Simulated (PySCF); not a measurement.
PySCF input (PBE0/def2-QZVPP):

```python
import numpy as np, basis_set_exchange as bse
from pyscf import gto, scf, dft, df

basis = {'H': gto.basis.parse(bse.get_basis('def2-QZVPP', elements=['H'], fmt='nwchem')), 'Si': gto.basis.parse(bse.get_basis('def2-QZVPP', elements=['Si'], fmt='nwchem'))}
mol = gto.M(
    atom='''
    Si   -0.00000000   -0.00000000    0.00000000
    H     0.87559489    0.85467525    0.83309847
    H    -0.82219976   -0.86546541    0.87529791
    H    -0.88619780    0.85452031   -0.82197187
    H     0.83280267   -0.84373015   -0.88642451
    ''',
    basis=basis,
    charge=0,
    verbose=4,
    max_memory=8640,
)
mf = dft.RKS(mol, xc='pbe0')
mf.grids.level = 3
mf = mf.density_fit(auxbasis=df.autoaux(mol))
mf.conv_tol = 1e-9
mf.max_cycle = 100
print('smallest overlap eigenvalue', np.linalg.eigvalsh(mol.intor('int1e_ovlp'))[0])
mf.kernel()
dip = mf.dip_moment()
```

Output:

```
PySCF version 2.14.0

[INPUT] verbose = 4
[INPUT] num. atoms = 5
[INPUT] num. electrons = 18
[INPUT] charge = 0
[INPUT] spin (= nelec alpha-beta = 2S) = 0
[INPUT] symmetry False subgroup None
[INPUT] Mole.unit = angstrom
[INPUT] Symbol           X                Y                Z      unit          X                Y                Z       unit  Magmom
[INPUT]  1 Si     0.000000000000   0.000000000000   0.000000000000 AA    0.000000000000   0.000000000000   0.000000000000 Bohr   0.0
[INPUT]  2 H      0.875594890000   0.854675250000   0.833098470000 AA    1.654634538169   1.615102147944   1.574327943094 Bohr   0.0
[INPUT]  3 H     -0.822199760000  -0.865465410000   0.875297910000 AA   -1.553732366083  -1.635492595184   1.654073327304 Bohr   0.0
[INPUT]  4 H     -0.886197800000   0.854520310000  -0.821971870000 AA   -1.674671134192   1.614809353778  -1.553301716397 Bohr   0.0
[INPUT]  5 H      0.832802670000  -0.843730150000  -0.886424510000 AA    1.573768962107  -1.594418906538  -1.675099554002 Bohr   0.0

nuclear repulsion = 21.3328090196378
number of shells = 62
number of NR pGTOs = 237
number of NR cGTOs = 190
basis = {'H': [[0, [190.69169, 0.00070815167], [28.605532, 0.0054678827], [6.5095943, 0.027966605], [1.8412455, 0.10764538]], [0, [0.59853725, 1.0]], [0, [0.21397624, 1.0]], [0, [0.080316286, 1.0]], [1, [2.292, 1.0]], [1, [0.838, 1.0]], [1, [0.292, 1.0]], [2, [2.062, 1.0]], [2, [0.662, 1.0]], [3, [1.397, 1.0]]], 'Si': [[0, [918070.69565, 1.2658787192e-05], [137485.25386, 9.8408387461e-05], [31287.772714, 0.00051731398244], [8861.6105697, 0.0021785441933], [2890.6943156, 0.0078656853716], [1043.4063979, 0.024987553674], [406.80160276, 0.069761818844], [168.48360207, 0.16473362733], [73.185628823, 0.30285602647], [32.99848542, 0.36007260439]], [0, [278.78751325, 0.020185463814], [85.910228722, 0.17720406747], [32.992604031, 0.63587860906]], [0, [15.033693254, 1.0]], [0, [5.7257514773, 1.0]], [0, [2.6146521029, 1.0]], [0, [1.1757833152, 1.0]], [0, [0.35432330868, 1.0]], [0, [0.16248335806, 1.0]], [0, [0.068332457181, 1.0]], [1, [1775.8850516, 0.00020186971126], [420.83786849, 0.0017544314655], [136.42290243, 0.009503953229], [51.700991737, 0.03732574159], [21.559456002, 0.11085396329], [9.5559200095, 0.23756407046], [4.3529819473, 0.3529578375], [2.0096964381, 0.32885931947]], [1, [46.41815378, 0.025858819154], [1.9076417796, -0.59874865899]], [1, [0.92337221587, 1.0]], [1, [0.3451572037, 1.0]], [1, [0.13656834761, 1.0]], [1, [0.052987060586, 1.0]], [2, [2.645, 1.0]], [2, [0.608, 1.0]], [2, [0.272, 1.0]], [2, [0.113, 1.0]], [3, [0.541, 1.0]], [3, [0.212, 1.0]], [4, [0.461, 1.0]]]}
ecp = {}
ETB for H: l = 0, exps = 0.160632572 * 1.8^n , n = 0..11
ETB for H: l = 1, exps = 0.372316286 * 2^n , n = 0..4
ETB for H: l = 2, exps = 0.584 * 2.2^n , n = 0..3
ETB for H: l = 3, exps = 0.954 * 2.2^n , n = 0..2
ETB for H: l = 4, exps = 1.324 * 2.2^n , n = 0..2
ETB for Si: l = 0, exps = 0.105974121172 * 1.8^n , n = 0..18
ETB for Si: l = 1, exps = 0.105974121172 * 1.8^n , n = 0..15
ETB for Si: l = 2, exps = 0.105974121172 * 1.8^n , n = 0..14
ETB for Si: l = 3, exps = 0.165987060586 * 2.2^n , n = 0..8
ETB for Si: l = 4, exps = 0.226 * 2.2^n , n = 0..8
ETB for Si: l = 5, exps = 0.325 * 2.3^n , n = 0..4
smallest overlap eigenvalue 0.00013763302035651372

******** <class 'pyscf.df.df_jk.DFRKS'> ********
method = DFRKS
initial guess = minao
damping factor = 0
level_shift factor = 0
DIIS = <class 'pyscf.scf.diis.CDIIS'>
diis_start_cycle = 1
diis_space = 8
diis_damp = 0
SCF conv_tol = 1e-09
SCF conv_tol_grad = None
SCF max_cycles = 100
direct_scf = False
XC library pyscf.dft.libxc version 7.1.2
    S. Lehtola, C. Steigemann, M. J. T. Oliveira, and M. A. L. Marques,  SoftwareX 7, 1–5 (2018)
XC functionals = pbe0
    C. Adamo and V. Barone,  J. Chem. Phys. 110, 6158 (1999)
    M. Ernzerhof and G. E. Scuseria,  J. Chem. Phys. 110, 5029 (1999)
radial grids:
    Treutler-Ahlrichs [JCP 102, 346 (1995); DOI:10.1063/1.469408] (M4) radial grids

becke partition: Becke, JCP 88, 2547 (1988); DOI:10.1063/1.454033
pruning grids: <function nwchem_prune>
grids dens level: 3
symmetrized grids: False
atomic radii adjust function: <function treutler_atomic_radii_adjust>
small_rho_cutoff = 0
Set gradient conv threshold to 3.16228e-05
Initial guess from minao.
tot grids = 58416
******** <class 'pyscf.df.df.DF'> ********
auxbasis = {'H': [[0, [np.float64(103.23600009377762), 1]], [0, [np.float64(57.353333385432016), 1]], [0, [np.float64(31.862962991906674), 1]], [0, [np.float64(17.70164610661482), 1]], [0, [np.float64(9.834247837008233), 1]], [0, [np.float64(5.463471020560129), 1]], [0, [np.float64(3.0352616780889603), 1]], [0, [np.float64(1.6862564878272), 1]], [0, [np.float64(0.9368091599040002), 1]], [0, [np.float64(0.52044953328), 1]], [0, [np.float64(0.28913862960000003), 1]], [0, [np.float64(0.160632572), 1]], [1, [np.float64(5.957060576), 1]], [1, [np.float64(2.978530288), 1]], [1, [np.float64(1.489265144), 1]], [1, [np.float64(0.744632572), 1]], [1, [np.float64(0.372316286), 1]], [2, [np.float64(6.218432000000002), 1]], [2, [np.float64(2.82656), 1]], [2, [np.float64(1.2848), 1]], [2, [np.float64(0.584), 1]], [3, [np.float64(4.617360000000001), 1]], [3, [np.float64(2.0988), 1]], [3, [np.float64(0.954), 1]], [4, [np.float64(6.408160000000001), 1]], [4, [np.float64(2.9128000000000003), 1]], [4, [np.float64(1.324), 1]]], 'Si': [[0, [np.float64(4169.701017054436), 1]], [0, [np.float64(2316.5005650302423), 1]], [0, [np.float64(1286.9447583501346), 1]], [0, [np.float64(714.9693101945193), 1]], [0, [np.float64(397.20517233028846), 1]], [0, [np.float64(220.66954018349358), 1]], [0, [np.float64(122.59418899082978), 1]], [0, [np.float64(68.1078827726832), 1]], [0, [np.float64(37.83771265149067), 1]], [0, [np.float64(21.02095147305037), 1]], [0, [np.float64(11.678306373916872), 1]], [0, [np.float64(6.487947985509373), 1]], [0, [np.float64(3.604415547505207), 1]], [0, [np.float64(2.0024530819473374), 1]], [0, [np.float64(1.1124739344151873), 1]], [0, [np.float64(0.618041074675104), 1]], [0, [np.float64(0.34335615259728003), 1]], [0, [np.float64(0.1907534181096), 1]], [0, [np.float64(0.105974121172), 1]], [1, [np.float64(714.9693101945193), 1]], [1, [np.float64(397.20517233028846), 1]], [1, [np.float64(220.66954018349358), 1]], [1, [np.float64(122.59418899082978), 1]], [1, [np.float64(68.1078827726832), 1]], [1, [np.float64(37.83771265149067), 1]], [1, [np.float64(21.02095147305037), 1]], [1, [np.float64(11.678306373916872), 1]], [1, [np.float64(6.487947985509373), 1]], [1, [np.float64(3.604415547505207), 1]], [1, [np.float64(2.0024530819473374), 1]], [1, [np.float64(1.1124739344151873), 1]], [1, [np.float64(0.618041074675104), 1]], [1, [np.float64(0.34335615259728003), 1]], [1, [np.float64(0.1907534181096), 1]], [1, [np.float64(0.105974121172), 1]], [2, [np.float64(397.20517233028846), 1]], [2, [np.float64(220.66954018349358), 1]], [2, [np.float64(122.59418899082978), 1]], [2, [np.float64(68.1078827726832), 1]], [2, [np.float64(37.83771265149067), 1]], [2, [np.float64(21.02095147305037), 1]], [2, [np.float64(11.678306373916872), 1]], [2, [np.float64(6.487947985509373), 1]], [2, [np.float64(3.604415547505207), 1]], [2, [np.float64(2.0024530819473374), 1]], [2, [np.float64(1.1124739344151873), 1]], [2, [np.float64(0.618041074675104), 1]], [2, [np.float64(0.34335615259728003), 1]], [2, [np.float64(0.1907534181096), 1]], [2, [np.float64(0.105974121172), 1]], [3, [np.float64(91.08684945329712), 1]], [3, [np.float64(41.40311338786233), 1]], [3, [np.float64(18.819596994482872), 1]], [3, [np.float64(8.554362270219485), 1]], [3, [np.float64(3.8883464864634023), 1]], [3, [np.float64(1.7674302211197284), 1]], [3, [np.float64(0.80337737323624), 1]], [3, [np.float64(0.3651715332892), 1]], [3, [np.float64(0.165987060586), 1]], [4, [np.float64(124.01947419136009), 1]], [4, [np.float64(56.37248826880003), 1]], [4, [np.float64(25.623858304000013), 1]], [4, [np.float64(11.647208320000004), 1]], [4, [np.float64(5.294185600000001), 1]], [4, [np.float64(2.4064480000000006), 1]], [4, [np.float64(1.0938400000000001), 1]], [4, [np.float64(0.49720000000000003), 1]], [4, [np.float64(0.226), 1]], [5, [np.float64(9.094832499999997), 1]], [5, [np.float64(3.9542749999999995), 1]], [5, [np.float64(1.7192499999999997), 1]], [5, [np.float64(0.7474999999999999), 1]], [5, [np.float64(0.325), 1]]]}
init E= -291.475592568987
  HOMO = -0.376592243906879  LUMO = 0.00267006328431842  gap/eV = 10.32025
cycle= 1 E= -291.765110971279  delta_E= -0.29  |g|= 0.121  |ddm|= 1.13
  HOMO = -0.358786813488335  LUMO = 0.03378623775356  gap/eV = 10.68246
cycle= 2 E= -291.766758694101  delta_E= -0.00165  |g|= 0.0422  |ddm|= 0.0853
  HOMO = -0.361712754634834  LUMO = 0.0324363392093621  gap/eV = 10.72534
cycle= 3 E= -291.766852963387  delta_E= -9.43e-05  |g|= 0.00652  |ddm|= 0.016
  HOMO = -0.36305695221253  LUMO = 0.0318047516407696  gap/eV = 10.74473
cycle= 4 E= -291.766857559889  delta_E= -4.6e-06  |g|= 0.00116  |ddm|= 0.00443
  HOMO = -0.362643700612017  LUMO = 0.032061291271748  gap/eV = 10.74047
cycle= 5 E= -291.766858004236  delta_E= -4.44e-07  |g|= 0.000232  |ddm|= 0.0013
  HOMO = -0.362654636253732  LUMO = 0.0320563329259514  gap/eV = 10.74063
cycle= 6 E= -291.766858019236  delta_E= -1.5e-08  |g|= 7.48e-06  |ddm|= 0.000209
  HOMO = -0.362659095361288  LUMO = 0.0320540797221949  gap/eV = 10.74069
cycle= 7 E= -291.766858019267  delta_E= -3.02e-11  |g|= 7.48e-07  |ddm|= 1.64e-05
  HOMO = -0.362658990678958  LUMO = 0.0320541440100486  gap/eV = 10.74069
Extra cycle  E= -291.766858019266  delta_E= 7.96e-13  |g|= 2.66e-07  |ddm|= 1.48e-06
converged SCF energy = -291.766858019266
Dipole moment(X, Y, Z, Debye): -0.00000, -0.00000, -0.00000
```
